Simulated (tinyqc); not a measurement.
Inside a calculation (part 1 of 2). Method: UHF in the sto-3g basis, for H2O+, spin multiplicity 2. Computed by tinyqc, a small Python program that keeps every step (integrals from PySCF). Settings: charge = 1, multiplicity = 2, basis = sto-3g, energy threshold = 1e-09, iteration cap = 54, orthogonalisation = symmetric, start = Wolfsberg-Helmholz matrix, DIIS depth = 8, DIIS from iteration = 3, shift = 0.2, method = UHF. Command: `OMP_NUM_THREADS=1 python tinyqc.py 30689 30690 out.jsonl` (the two numbers bound the seeds that draw the settings). One thread of a shared host (Intel(R) Xeon(R) Processor @ 2.60GHz), about 0.1 s of CPU time with the checks. Later iterations appear only in the table of the cycle.

## One-electron integrals

Geometry (angstrom):

| atom | x | y | z |
|---|---|---|---|
| O | 0.000000 | 0.000000 | 0.000000 |
| H | 0.000000 | 1.026000 | 0.710000 |
| H | 0.000000 | -1.069000 | 0.740000 |

Basis sto-3g: exponents (1/bohr^2) and contraction coefficients of normalised primitives:

| element | l (shell) | exponent | coefficient |
|---|---|---|---|
| O | s (1) | 130.709320 | 0.154329 |
| O | s (1) | 23.808861 | 0.535328 |
| O | s (1) | 6.443608 | 0.444635 |
| O | s (2) | 5.033151 | -0.099967 |
| O | s (2) | 1.169596 | 0.399513 |
| O | s (2) | 0.380389 | 0.700115 |
| O | p (3) | 5.033151 | 0.155916 |
| O | p (3) | 1.169596 | 0.607684 |
| O | p (3) | 0.380389 | 0.391957 |
| H | s (1) | 3.425251 | 0.154329 |
| H | s (1) | 0.623914 | 0.535328 |
| H | s (1) | 0.168855 | 0.444635 |

Overlap, kinetic and nuclear-attraction integrals over the contracted functions; the nuclear repulsion is the sum of Za Zb / Rab.

nuclear repulsion = 6.90164671 hartree

overlap S, lower triangle:
```
           1O 1s     1O 2s    1O 2px     1O 2py    1O 2pz     2H 1s     3H 1s
1O 1s   1.000000
1O 2s   0.236704  1.000000
1O 2px  0.000000  0.000000  1.000000
1O 2py  0.000000  0.000000  0.000000   1.000000
1O 2pz  0.000000  0.000000  0.000000   0.000000  1.000000
2H 1s   0.027130  0.306243  0.000000   0.233761  0.161765  1.000000
3H 1s   0.024045  0.280937  0.000000  -0.217802  0.150770  0.101761  1.000000
```

kinetic energy T (hartree), lower triangle:
```
            1O 1s     1O 2s    1O 2px     1O 2py    1O 2pz      2H 1s     3H 1s
1O 1s   29.003200
1O 2s   -0.168011  0.808128
1O 2px   0.000000  0.000000  2.528731
1O 2py   0.000000  0.000000  0.000000   2.528731
1O 2pz   0.000000  0.000000  0.000000   0.000000  2.528731
2H 1s   -0.008411  0.029805  0.000000   0.092012  0.063673   0.760032
3H 1s   -0.007708  0.019273  0.000000  -0.075034  0.051941  -0.010982  0.760032
```

nuclear attraction V (hartree), lower triangle:
```
             1O 1s      1O 2s     1O 2px     1O 2py     1O 2pz      2H 1s      3H 1s
1O 1s   -61.449590
1O 2s    -7.379812  -9.881803
1O 2px    0.000000   0.000000  -9.767976
1O 2py   -0.000594  -0.007074   0.000000  -9.851001
1O 2pz   -0.009988  -0.124641   0.000000  -0.003207  -9.807747
2H 1s    -0.864430  -2.235536   0.000000  -1.488185  -1.055075  -4.832991
3H 1s    -0.765920  -2.022921   0.000000   1.359475  -0.965435  -0.550933  -4.704900
```

core Hamiltonian H = T + V (hartree), lower triangle:
```
             1O 1s      1O 2s     1O 2px     1O 2py     1O 2pz      2H 1s      3H 1s
1O 1s   -32.446390
1O 2s    -7.547823  -9.073675
1O 2px    0.000000   0.000000  -7.239245
1O 2py   -0.000594  -0.007074   0.000000  -7.322270
1O 2pz   -0.009988  -0.124641   0.000000  -0.003207  -7.279016
2H 1s    -0.872840  -2.205731   0.000000  -1.396173  -0.991402  -4.072959
3H 1s    -0.773628  -2.003647   0.000000   1.284441  -0.913493  -0.561914  -3.944868
```

## Two-electron integrals

Functions are numbered as in S; the eight-fold symmetry (ij|kl) = (ji|kl) = (kl|ij) leaves the list below.

Two-electron integrals (ij|kl) in chemists' order, unique and non-zero (hartree):
```
(11|11) 4.785065    (21|11) 0.741380    (21|21) 0.136873    (22|11) 1.118947
(22|21) 0.256633    (22|22) 0.817206    (31|31) 0.024477    (32|31) 0.037809
(32|32) 0.180518    (33|11) 1.115814    (33|21) 0.256684    (33|22) 0.817023
(33|33) 0.880159    (41|41) 0.024477    (42|41) 0.037809    (42|42) 0.180518
(43|43) 0.047444    (44|11) 1.115814    (44|21) 0.256684    (44|22) 0.817023
(44|33) 0.785270    (44|44) 0.880159    (51|51) 0.024477    (52|51) 0.037809
(52|52) 0.180518    (53|53) 0.047444    (54|54) 0.047444    (55|11) 1.115814
(55|21) 0.256684    (55|22) 0.817023    (55|33) 0.785270    (55|44) 0.785270
(55|55) 0.880159    (61|11) 0.085871    (61|21) 0.015739    (61|22) 0.029387
(61|33) 0.029332    (61|41) 0.000576    (61|42) 0.001091    (61|44) 0.029448
(61|51) 0.000398    (61|52) 0.000755    (61|54) 0.000080    (61|55) 0.029387
(61|61) 0.001832    (62|11) 0.238132    (62|21) 0.055430    (62|22) 0.199159
(62|33) 0.195592    (62|41) 0.003402    (62|42) 0.027561    (62|44) 0.202692
(62|51) 0.002354    (62|52) 0.019072    (62|54) 0.004913    (62|55) 0.198992
(62|61) 0.006511    (62|62) 0.063483    (63|31) 0.005431    (63|32) 0.032936
(63|43) 0.005514    (63|53) 0.003816    (63|63) 0.008433    (64|11) 0.151411
(64|21) 0.035664    (64|22) 0.136863    (64|33) 0.130879    (64|41) 0.007323
(64|42) 0.050548    (64|44) 0.146481    (64|51) 0.001309    (64|52) 0.012188
(64|54) 0.006981    (64|55) 0.133069    (64|61) 0.004346    (64|62) 0.053099
(64|64) 0.052371    (65|11) 0.104777    (65|21) 0.024680    (65|22) 0.094710
(65|33) 0.090569    (65|41) 0.001309    (65|42) 0.012188    (65|44) 0.093735
(65|51) 0.006337    (65|52) 0.041370    (65|54) 0.007704    (65|55) 0.099716
(65|61) 0.003007    (65|62) 0.036745    (65|64) 0.030405    (65|65) 0.029474
(66|11) 0.419049    (66|21) 0.099076    (66|22) 0.410411    (66|33) 0.395369
(66|41) 0.006931    (66|42) 0.079689    (66|44) 0.425570    (66|51) 0.004797
(66|52) 0.055146    (66|54) 0.020900    (66|55) 0.409831    (66|61) 0.011695
(66|62) 0.175324    (66|64) 0.167604    (66|65) 0.115984    (66|66) 0.774606
(71|11) 0.076091    (71|21) 0.013947    (71|22) 0.026044    (71|33) 0.025997
(71|41) -0.000503   (71|42) -0.000955   (71|44) 0.026097    (71|51) 0.000348
(71|52) 0.000661    (71|54) -0.000069   (71|55) 0.026044    (71|61) 0.001598
(71|62) 0.005579    (71|64) 0.003454    (71|65) 0.002580    (71|66) 0.009961
(71|71) 0.001438    (72|11) 0.215507    (72|21) 0.050182    (72|22) 0.180873
(72|33) 0.177628    (72|41) -0.003066   (72|42) -0.025106   (72|44) 0.184085
(72|51) 0.002122    (72|52) 0.017379    (72|54) -0.004470   (72|55) 0.180722
(72|61) 0.005698    (72|62) 0.044306    (72|64) 0.026103    (72|65) 0.024888
(72|66) 0.096637    (72|71) 0.005222    (72|72) 0.052909    (73|31) 0.004863
(73|32) 0.029696    (73|43) -0.004989   (73|53) 0.003454    (73|63) 0.005584
(73|73) 0.006950    (74|11) -0.138565   (74|21) -0.032646   (74|22) -0.125718
(74|33) -0.120272   (74|41) 0.006578    (74|42) 0.045841    (74|44) -0.134451
(74|51) -0.001187   (74|52) -0.011176   (74|54) 0.006361    (74|55) -0.122285
(74|61) -0.003569   (74|62) -0.026519   (74|64) -0.010514   (74|65) -0.014646
(74|66) -0.054738   (74|71) -0.003519   (74|72) -0.044792   (74|74) 0.044478
(75|11) 0.095920    (75|21) 0.022598    (75|22) 0.087026    (75|33) 0.083257
(75|41) -0.001187   (75|42) -0.011176   (75|44) 0.086164    (75|51) 0.005685
(75|52) 0.037432    (75|54) -0.007002   (75|55) 0.091558    (75|61) 0.002664
(75|62) 0.025107    (75|64) 0.014572    (75|65) 0.019480    (75|66) 0.059314
(75|71) 0.002436    (75|72) 0.031007    (75|74) -0.025978   (75|75) 0.024933
(76|11) 0.055199    (76|21) 0.012973    (76|22) 0.050870    (76|33) 0.049731
(76|41) -0.000008   (76|42) -0.000115   (76|44) 0.050792    (76|51) 0.000856
(76|52) 0.008420    (76|54) -0.000023   (76|55) 0.052031    (76|61) 0.001505
(76|62) 0.015963    (76|64) 0.011695    (76|65) 0.010448    (76|66) 0.046506
(76|71) 0.001334    (76|72) 0.014708    (76|74) -0.011001   (76|75) 0.009735
(76|76) 0.005261    (77|11) 0.403077    (77|21) 0.095321    (77|22) 0.396168
(77|33) 0.382112    (77|41) -0.006466   (77|42) -0.075354   (77|44) 0.410337
(77|51) 0.004476    (77|52) 0.052162    (77|54) -0.019538   (77|55) 0.395637
(77|61) 0.010815    (77|62) 0.102856    (77|64) 0.057590    (77|65) 0.062405
(77|66) 0.251968    (77|71) 0.009960    (77|72) 0.157129    (77|74) -0.152221
(77|75) 0.105373    (77|76) 0.046506    (77|77) 0.774606
```

## Orthogonalisation

S = U s U^T; symmetric (Loewdin) form X = U s^(-1/2) U^T, so that X^T S X = 1.

eigenvalues of S: 0.533268  0.628077  0.893980  1.000000  1.096538  1.271773  1.576363

X, lower triangle:
```
            1O 1s      1O 2s    1O 2px     1O 2py     1O 2pz      2H 1s     3H 1s
1O 1s    1.023031
1O 2s   -0.131217   1.096079
1O 2px   0.000000   0.000000  1.000000
1O 2py  -0.000518   0.005209  0.000000   1.045705
1O 2pz  -0.004407   0.038479  0.000000   0.002462   1.019967
2H 1s    0.016038  -0.169722  0.000000  -0.137416  -0.087752   1.077376
3H 1s    0.014707  -0.151503  0.000000   0.126465  -0.079665  -0.034184  1.064855
```

## Starting guess

The start is the generalised Wolfsberg-Helmholz matrix (K = 1.75) built on H; D(s) = C_occ C_occ^T for each spin.

D(alpha) at the start, lower triangle:
```
            1O 1s      1O 2s    1O 2px     1O 2py    1O 2pz     2H 1s     3H 1s
1O 1s    1.040553
1O 2s   -0.172779   0.758645
1O 2px   0.000000   0.000000  1.000000
1O 2py   0.004156  -0.015864  0.000000   0.841394
1O 2pz   0.033170  -0.122525  0.000000  -0.006067  0.951459
2H 1s   -0.061522   0.179095  0.000000   0.134628  0.058255  0.073925
3H 1s   -0.055323   0.161815  0.000000  -0.132091  0.052547  0.024783  0.060989
```

D(beta) at the start, lower triangle:
```
            1O 1s      1O 2s    1O 2px     1O 2py    1O 2pz     2H 1s     3H 1s
1O 1s    1.040553
1O 2s   -0.172779   0.758645
1O 2px   0.000000   0.000000  0.000000
1O 2py   0.004156  -0.015864  0.000000   0.841394
1O 2pz   0.033170  -0.122525  0.000000  -0.006067  0.951459
2H 1s   -0.061522   0.179095  0.000000   0.134628  0.058255  0.073925
3H 1s   -0.055323   0.161815  0.000000  -0.132091  0.052547  0.024783  0.060989
```

## Iteration 1: building the Fock matrix

J_ij = sum D_kl (ij|kl) with D = D(alpha) + D(beta), K_ij = sum D_kl (ik|jl) for each spin; F = H + J - K(s); E = tr D H + tr D J / 2 - 0.5 sum_s tr D(s) K(s) + E_nn.

Coulomb J (hartree), lower triangle:
```
            1O 1s      1O 2s    1O 2px     1O 2py    1O 2pz     2H 1s     3H 1s
1O 1s   16.848438
1O 2s    3.154506   7.679130
1O 2px   0.000000   0.000000  7.605039
1O 2py  -0.000811  -0.001319  0.000000   7.704298
1O 2pz  -0.007054  -0.013549  0.000000   0.000898  7.705265
2H 1s    0.363078   1.831762  0.000000   1.249625  0.864374  3.777481
3H 1s    0.321797   1.661345  0.000000  -1.145533  0.792594  0.463253  3.634734
```

exchange K(alpha) (hartree), lower triangle:
```
           1O 1s      1O 2s    1O 2px     1O 2py    1O 2pz     2H 1s     3H 1s
1O 1s   4.886962
1O 2s   0.856508   1.323591
1O 2px  0.000000   0.000000  1.139710
1O 2py  0.000309  -0.004907  0.000000   1.096318
1O 2pz  0.002866  -0.042533  0.000000  -0.000927  1.129507
2H 1s   0.101140   0.382880  0.000000   0.241169  0.155966  0.300435
3H 1s   0.089742   0.348103  0.000000  -0.223759  0.142455  0.089021  0.256447
```

exchange K(beta) (hartree), lower triangle:
```
           1O 1s      1O 2s    1O 2px     1O 2py    1O 2pz     2H 1s     3H 1s
1O 1s   4.862484
1O 2s   0.818700   1.143072
1O 2px  0.000000   0.000000  0.259551
1O 2py  0.000309  -0.004907  0.000000   1.048873
1O 2pz  0.002866  -0.042533  0.000000  -0.000927  1.082062
2H 1s   0.095709   0.349944  0.000000   0.235655  0.152150  0.292001
3H 1s   0.084878   0.318407  0.000000  -0.218770  0.139001  0.083437  0.249498
```

F(alpha) (hartree), lower triangle:
```
             1O 1s      1O 2s     1O 2px     1O 2py     1O 2pz      2H 1s      3H 1s
1O 1s   -20.484914
1O 2s    -5.249825  -2.718135
1O 2px    0.000000   0.000000  -0.773916
1O 2py   -0.001715  -0.003486   0.000000  -0.714290
1O 2pz   -0.019907  -0.095657   0.000000  -0.001382  -0.703257
2H 1s    -0.610902  -0.756849   0.000000  -0.387717  -0.282994  -0.595913
3H 1s    -0.541573  -0.690405   0.000000   0.362667  -0.263354  -0.187682  -0.566581
```

F(beta) (hartree), lower triangle:
```
             1O 1s      1O 2s    1O 2px     1O 2py     1O 2pz      2H 1s      3H 1s
1O 1s   -20.460436
1O 2s    -5.212017  -2.537617
1O 2px    0.000000   0.000000  0.106243
1O 2py   -0.001715  -0.003486  0.000000  -0.666845
1O 2pz   -0.019907  -0.095657  0.000000  -0.001382  -0.655813
2H 1s    -0.605471  -0.723913  0.000000  -0.382203  -0.279178  -0.587479
3H 1s    -0.536710  -0.660710  0.000000   0.357678  -0.259900  -0.182098  -0.559631
```

total energy of this density = -74.33080093 hartree

## Iteration 1: diagonalisation and new density

A level shift of 0.2 hartree raises the virtual space: F + shift (S - S D(s) S), with D(s) the density of one spin. Diagonalise F' = X^T F X, C = X C', fill 5 alpha and 4 beta electrons from the bottom; D(s) = C_occ C_occ^T. Each column has its largest component positive (the first on a tie).

F' = X^T F X (alpha) (hartree), lower triangle:
```
            1          2          3          4          5          6          7
1  -20.106381
2   -2.702317  -1.645811
3    0.000000   0.000000  -0.773916
4   -0.004179   0.010606   0.000000  -0.563676
5   -0.035839   0.010879   0.000000   0.005957  -0.642527
6   -0.021895  -0.413455   0.000000  -0.347860  -0.217109  -0.177320
7   -0.012255  -0.371988   0.000000   0.325548  -0.197855  -0.070335  -0.182673
```

orbital energies (alpha) (hartree): MO1 -20.494414, MO2 -1.511080, MO3 -0.864190, MO4 -0.773916, MO5 -0.733103, MO6 0.087209, MO7 0.197190

coefficients C (alpha):
```
              MO1        MO2        MO3       MO4        MO5        MO6        MO7
1O 1s    0.994102  -0.241280   0.006423  0.000000   0.069173   0.109995   0.030386
1O 2s    0.024732   0.901822  -0.030628  0.000000  -0.308406  -0.578539  -0.164985
1O 2px   0.000000   0.000000   0.000000  1.000000   0.000000   0.000000   0.000000
1O 2py   0.000247   0.004137   0.784475  0.000000  -0.026688   0.151858  -0.699441
1O 2pz   0.002318   0.112845   0.020116  0.000000   0.903363  -0.460320  -0.121577
2H 1s   -0.004225   0.159953   0.311015  0.000000   0.156941   0.536006   0.885035
3H 1s   -0.003788   0.143302  -0.299364  0.000000   0.170446   0.865662  -0.540373
```

F' = X^T F X (beta) (hartree), lower triangle:
```
            1          2         3          4          5          6          7
1  -20.087728
2   -2.687920  -1.460404
3    0.000000   0.000000  0.306243
4   -0.004154   0.010834  0.000000  -0.514627
5   -0.035639   0.013108  0.000000   0.006023  -0.594369
6   -0.022770  -0.409127  0.000000  -0.348429  -0.217409  -0.175571
7   -0.013078  -0.368365  0.000000   0.326169  -0.198196  -0.069852  -0.181199
```

orbital energies (beta) (hartree): MO1 -20.468421, MO2 -1.365008, MO3 -0.829915, MO4 -0.680308, MO5 0.115239, MO6 0.214516, MO7 0.306243

coefficients C (beta):
```
              MO1        MO2        MO3        MO4        MO5        MO6       MO7
1O 1s    0.994630  -0.231537   0.007029   0.080070   0.116538   0.036931  0.000000
1O 2s    0.022613   0.862801  -0.032649  -0.350942  -0.603349  -0.196677  0.000000
1O 2px   0.000000   0.000000   0.000000   0.000000   0.000000   0.000000  1.000000
1O 2py   0.000236   0.006280   0.769302  -0.020523   0.184608  -0.708550  0.000000
1O 2pz   0.002220   0.138475   0.013340   0.897569  -0.459582  -0.140290  0.000000
2H 1s   -0.003917   0.196475   0.323335   0.149764   0.496785   0.897310  0.000000
3H 1s   -0.003510   0.175712  -0.317879   0.161051   0.878281  -0.501342  0.000000
```

D(alpha) after iteration 1, lower triangle:
```
            1O 1s      1O 2s    1O 2px     1O 2py    1O 2pz      2H 1s     3H 1s
1O 1s    1.051282
1O 2s   -0.214536   0.909947
1O 2px   0.000000   0.000000  1.000000
1O 2py   0.002440  -0.012060  0.000000   0.616130
1O 2pz   0.037695  -0.177395  0.000000  -0.007861  0.829209
2H 1s   -0.029939   0.086218  0.000000   0.240456  0.166072   0.146964
3H 1s   -0.028474   0.085742  0.000000  -0.238800  0.164114  -0.043419  0.139220
```

D(beta) after iteration 1, lower triangle:
```
            1O 1s      1O 2s    1O 2px     1O 2py    1O 2pz      2H 1s     3H 1s
1O 1s    1.049359
1O 2s   -0.205608   0.869162
1O 2px   0.000000   0.000000  0.000000
1O 2py   0.002545  -0.012491  0.000000   0.592286
1O 2pz   0.042108  -0.195904  0.000000  -0.007289  0.824988
2H 1s   -0.035123   0.106315  0.000000   0.246902  0.165935   0.165592
3H 1s   -0.033514   0.105384  0.000000  -0.246747  0.164638  -0.044125  0.157872
```

## Iteration 2: building the Fock matrix

As before.

Coulomb J (hartree), lower triangle:
```
            1O 1s      1O 2s    1O 2px     1O 2py    1O 2pz     2H 1s     3H 1s
1O 1s   16.538731
1O 2s    3.081885   7.496041
1O 2px   0.000000   0.000000  7.433704
1O 2py  -0.000401   0.000544  0.000000   7.509283
1O 2pz  -0.009645  -0.008860  0.000000   0.000616  7.522015
2H 1s    0.354723   1.803165  0.000000   1.235992  0.858110  3.812932
3H 1s    0.314372   1.636118  0.000000  -1.133647  0.787647  0.460850  3.682323
```

exchange K(alpha) (hartree), lower triangle:
```
           1O 1s      1O 2s    1O 2px     1O 2py    1O 2pz     2H 1s     3H 1s
1O 1s   4.893475
1O 2s   0.839881   1.328136
1O 2px  0.000000   0.000000  1.141832
1O 2py  0.000146  -0.002375  0.000000   0.972481
1O 2pz  0.001367  -0.057495  0.000000  -0.001233  1.069466
2H 1s   0.102125   0.371348  0.000000   0.265453  0.184697  0.367178
3H 1s   0.090749   0.340053  0.000000  -0.250192  0.173591  0.069358  0.331738
```

exchange K(beta) (hartree), lower triangle:
```
           1O 1s      1O 2s    1O 2px     1O 2py    1O 2pz     2H 1s     3H 1s
1O 1s   4.866362
1O 2s   0.801333   1.130445
1O 2px  0.000000   0.000000  0.256424
1O 2py  0.000122  -0.002507  0.000000   0.906656
1O 2pz  0.001014  -0.069042  0.000000  -0.000798  1.014717
2H 1s   0.096597   0.342457  0.000000   0.262769  0.180258  0.377505
3H 1s   0.085809   0.314700  0.000000  -0.248577  0.169786  0.066716  0.343952
```

F(alpha) (hartree), lower triangle:
```
             1O 1s      1O 2s     1O 2px     1O 2py     1O 2pz      2H 1s      3H 1s
1O 1s   -20.801134
1O 2s    -5.305820  -2.905770
1O 2px    0.000000   0.000000  -0.947373
1O 2py   -0.001142  -0.004154   0.000000  -0.785468
1O 2pz   -0.021000  -0.076005   0.000000  -0.001359  -0.826467
2H 1s    -0.620242  -0.773914   0.000000  -0.425634  -0.317990  -0.627205
3H 1s    -0.550005  -0.707582   0.000000   0.400987  -0.299437  -0.170423  -0.594283
```

F(beta) (hartree), lower triangle:
```
             1O 1s      1O 2s     1O 2px     1O 2py     1O 2pz      2H 1s      3H 1s
1O 1s   -20.774021
1O 2s    -5.267271  -2.708079
1O 2px    0.000000   0.000000  -0.061965
1O 2py   -0.001117  -0.004023   0.000000  -0.719642
1O 2pz   -0.020647  -0.064458   0.000000  -0.001793  -0.771717
2H 1s    -0.614714  -0.745023   0.000000  -0.422950  -0.313550  -0.637532
3H 1s    -0.545064  -0.682229   0.000000   0.399372  -0.295632  -0.167780  -0.606497
```

total energy of this density = -74.56380543 hartree
